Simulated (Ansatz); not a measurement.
The linear singlet lies higher and needs more than one determinant, so no gap is given.

These are B3LYP-D3(BJ)/def2-TZVP in Ansatz (a first-principles code) values and carry that method's errors. No frequencies were computed at this level.

Ansatz 0.2 input:
```yaml
crystal:
  periodic: [false, false, false]
  atoms:
    - { symbol: O, position_ang: [0.733602, -0.000004, -0.000003] }
    - { symbol: S, position_ang: [-0.733602, 0.000004, 0.000003] }
basis:
  gaussian: { orbitals: def2-tzvp }
hamiltonian:
  xc: b3lyp
  dispersion: d3bj
relax:
  max_steps: 150
magnetization:
  spin_polarized: true
  initial_magnetization: 2
```

Output:

```
Functional definition: B3LYP
422 factors; their error is unknown
mean field evaluation 1: about -12878.1349 eV, gradient 3.6e1 eV
mean field evaluation 2: about -12849.9604 eV, gradient 8.9e1 eV
mean field evaluation 4: about -12882.6009 eV, gradient 2.4e0 eV
mean field evaluation 8: about -12882.6505 eV, gradient 8.7e-2 eV
mean field evaluation 16: about -12882.6505 eV, gradient 2.7e-5 eV
mean field -12882.65047016 eV, -473.4286726041 hartree, gradient 2.7e-5 eV, S^2 2.009028; 0 other end points of the search recorded, 0 dependent functions left out
reference -12882.65062641 eV, -473.4286783462 hartree; 13, 11 occupied and 55, 57 virtual orbitals, 422 factors
relax step   1: F+E_penalty+E_count = -12882.68009704 eV  Δ(F+E_penalty+E_count) = +0.000e0 eV  max|allowed force component| = 1.277e0 eV/Å  Δτ_max = 0.0000 Å  (28 SCF iters, accepted)
these checks for a lower state are left out or cut short: starts, cluster_reference, orbital_swaps, neighbouring_geometries, increment
422 factors; their error is unknown
mean field -12882.66020072 eV, -473.4290301958 hartree, gradient 2.6e-5 eV, S^2 2.009157; 0 other end points of the search recorded, 0 dependent functions left out
reference -12882.66035703 eV, -473.4290359401 hartree; 13, 11 occupied and 55, 57 virtual orbitals, 422 factors
relax step   2: F+E_penalty+E_count = -12882.68982418 eV  Δ(F+E_penalty+E_count) = -9.727e-3 eV  max|allowed force component| = 7.004e-1 eV/Å  Δτ_max = 0.0049 Å  (31 SCF iters, accepted)
these checks for a lower state are left out or cut short: starts, cluster_reference, orbital_swaps, neighbouring_geometries, increment
422 factors; their error is unknown
mean field evaluation 32: about -12882.6646 eV, gradient 2.5e-5 eV
mean field -12882.66462989 eV, -473.4291929648 hartree, gradient 2.5e-5 eV, S^2 2.009314; 0 other end points of the search recorded, 0 dependent functions left out
reference -12882.66478629 eV, -473.4291987122 hartree; 13, 11 occupied and 55, 57 virtual orbitals, 422 factors
relax step   3: F+E_penalty+E_count = -12882.69424896 eV  Δ(F+E_penalty+E_count) = -4.425e-3 eV  max|allowed force component| = 3.426e-2 eV/Å  Δτ_max = 0.0061 Å  (32 SCF iters, accepted)
these checks for a lower state are left out or cut short: starts, cluster_reference, orbital_swaps, neighbouring_geometries, increment
422 factors; their error is unknown
mean field -12882.66464129 eV, -473.4291933835 hartree, gradient 3.9e-5 eV, S^2 2.009322; 0 other end points of the search recorded, 0 dependent functions left out
reference -12882.66479768 eV, -473.4291991311 hartree; 13, 11 occupied and 55, 57 virtual orbitals, 422 factors
relax step   4: F+E_penalty+E_count = -12882.69426012 eV  Δ(F+E_penalty+E_count) = -1.115e-5 eV  max|allowed force component| = 4.220e-5 eV/Å  Δτ_max = 0.0003 Å  (22 SCF iters, accepted)
422 factors; their error is unknown
mean field -12882.66464129 eV, -473.4291933835 hartree, gradient 3.9e-5 eV, S^2 2.009322; 1 other end points of the search recorded, 0 dependent functions left out
reference -12882.66479768 eV, -473.4291991311 hartree; 13, 11 occupied and 55, 57 virtual orbitals, 422 factors
Total energy: -12882.69441652 eV, -473.4302876031 hartree
Atom 0 at     0.744952    -0.000004    -0.000003 Å, force    -0.000042     0.000000     0.000000 eV/Å
Atom 1 at    -0.744952     0.000004     0.000003 Å, force     0.000042    -0.000000    -0.000000 eV/Å
Dipole moment:    -0.337276     0.000002     0.000001 e Å
```

Cost: about 4 core-seconds (a rough figure).
